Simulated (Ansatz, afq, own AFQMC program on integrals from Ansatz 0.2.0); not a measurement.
# CHB, singlet: AFQMC among the cluster methods

```yaml
atoms:
  - { symbol: B, position_ang: [0.0000, 0.0000, 0.0957] }
  - { symbol: C, position_ang: [0.0000, 0.0000, -1.3685] }
  - { symbol: H, position_ang: [0.0000, 0.0000, 1.2728] }
```

Connectivity, by distances: BH–C.

Basis 6-31G. Noble-gas cores (and the filled d shells of Ga–Kr and In–Xe) are frozen. Integrals, coupled cluster, full CI and functionals: Ansatz 0.2.0; the random walks run on the same integrals in our own AFQMC program. The CISD trial takes its coefficients from CCSD amplitudes. Released means that phaseless walkers are propagated on without the constraint, phases kept. ± is one standard error of the sampling.

Determinant: RHF, the one that the program's search chose, which needn't be the lowest solution. The geometry is a point of a scan.

Full CI on the same integrals is exact in this basis and with this determinant's frozen core.

Cautions: higher spins were not checked; restricted determinant unstable towards unrestricted (UHF 925 meV lower, ⟨S²⟩ 1.00); the CCSDTQ amplitudes may be one of several solutions (largest double 0.95); the ph-AFQMC/CISD walk drifts between its halves (2.5 errors); the released energy hasn't reached full CI (59 meV above it at 2.40 1/Eh), so no released level is given (meV from the phaseless value at times in 1/Eh: -3 ± 5 at 0.24, -9 ± 4 at 0.51, -11 ± 4 at 0.99, -16 ± 5 at 1.62, -8 ± 6 at 2.40); the determinant fills πx and πy unequally, so it mixes two states of the linear molecule, and each level undoes that mixture to a different degree, while full CI gives the lower state, and by Hund's rule a triplet of that filling probably lies lower still; CCSDTQ on the UHF determinant differs (800 meV lower), perhaps since the unrestricted series falls towards higher spin.

```
T1 diagnostic                               : 0.0137
weight of the determinant in the CISD state : 0.881
size of the correlated space                : 8 electrons in 18 orbitals
```

Reference: full CI, correlation energy -3.970 eV. The cautions show a poor starting determinant, so the rows tell how each method copes with it here, and full CI is the sure value.

| level | E − E(reference) (kJ/mol) | share of correlation (%) |
| --- | --- | --- |
| HF | 383.1 | 0.00 |
| MP2 | 101.8 | 73.42 |
| CCSD | 20.9 | 94.53 |
| CCSD(T) | 9.7 | 97.47 |
| CCSDT | 5.7 | 98.52 |
| CCSDT(Q) | 2.5 | 99.34 |
| CCSDTQ | 0.3 | 99.92 |
| ph-AFQMC/HF | -3.3 ± 2.2 | 100.87 |
| ph-AFQMC/CISD | 6.5 ± 0.4 | 98.30 |

CCSDT and higher add their correlation energy to the determinant of the CCSD(T) run, since their own runs factorise the integrals more tightly (a shift of under 2 meV).
